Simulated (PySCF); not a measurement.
From one molecule to another.

First species: C3HNS.
Structure used (PBE0-D3(BJ)/def2-SVP), in Å, numbered top down from 1:
```
atom  x, y, z in Å
N1    -2.134   -0.871    0.702
C2    -1.206   -0.311    0.285
C3    -0.086    0.392   -0.225
C4     1.119   -0.157   -0.332
S5     2.527   -0.779   -0.462
H6    -0.213    1.434   -0.543
```

Second species: 2-chloro-2-methylbutane, C₅H₁₁Cl.
SMILES with atom numbers: `[CH3:1][CH2:2][C:3]([CH3:4])([CH3:5])[Cl:6]` (hydrogens: H7, H8, H9 on C1; H10, H11 on C2; H12, H13, H14 on C4; H15, H16, H17 on C5)

Levels: PBE0/def2-SVPD for dipole moment, HOMO energy, LUMO energy, HOMO–LUMO gap, static isotropic polarisability and electronic spatial extent ⟨r²⟩ about the centre of nuclear charge; TDDFT PBE0/def2-SVPD for lowest singlet excitation; TDA PBE0/def2-SVPD for lowest triplet excitation (Tamm–Dancoff); ΔSCF PBE0/def2-SVPD for vertical ionisation energy; PBE0-D3(BJ)/def2-SVP for rotational constant A and rotational constant C. Geometries: PBE0-D3(BJ)/def2-SVP. Each species is one conformer at its optimised geometry, gas phase, non-relativistic unless stated. Electronic properties by PySCF.

The conformers computed, where there is a choice (atom-mapped SMILES and torsion angles):
- `[CH3:1][CH2:2][C:3]([CH3:4])([CH3:5])[Cl:6]`: C1–C2–C3–C4 179°

Problem. Which has the higher ⟨r²⟩?

Solution. The second: 790 bohr² against 641 bohr², a difference of 149 bohr².

Problem. Which of the two has the higher LUMO energy, and by how much?

Solution. The second: 0.44 eV against -3.29 eV, a difference of 3.73 eV.

Problem. Which has the higher rotational constant C?

Solution. The second: 1.936 GHz against 1.644 GHz, a difference of 0.292 GHz.

Problem. Which has the higher HOMO–LUMO gap?

Solution. The second: 8.69 eV against 4.16 eV, a difference of 4.53 eV.

Problem. Which of the two has the higher vertical ionisation energy, and by how much?

Solution. The second: 10.45 eV against 9.48 eV, a difference of 0.97 eV.

Problem. Which of the two has the higher rotational constant A, and by how much?

Solution. The first: 24.392 GHz against 3.041 GHz, a difference of 21.351 GHz.

Problem. Which of the two has the higher HOMO energy, and by how much?

Solution. The first: -7.45 eV against -8.25 eV, a difference of 0.80 eV.

Problem. Which has the higher S1 energy?

Solution. The second: 7.12 eV against 2.46 eV, a difference of 4.66 eV.

On the first: The vertical singlet–triplet gap S1 − T1 is 0.34 eV (TDDFT singlet less Tamm–Dancoff triplet; S1: HOMO→LUMO, weight 0.99; T1: HOMO→LUMO, weight 0.99). S1 lies 1.70 eV below the HOMO–LUMO gap; its leading configuration is HOMO→LUMO, weight 0.99.

On the second: The dipole equals about 7.7 × 10⁻³⁰ C·m (1 D = 3.33564 × 10⁻³⁰ C·m). In wavenumbers S1 is 57400 cm⁻¹ (1 eV = 8065.54 cm⁻¹).
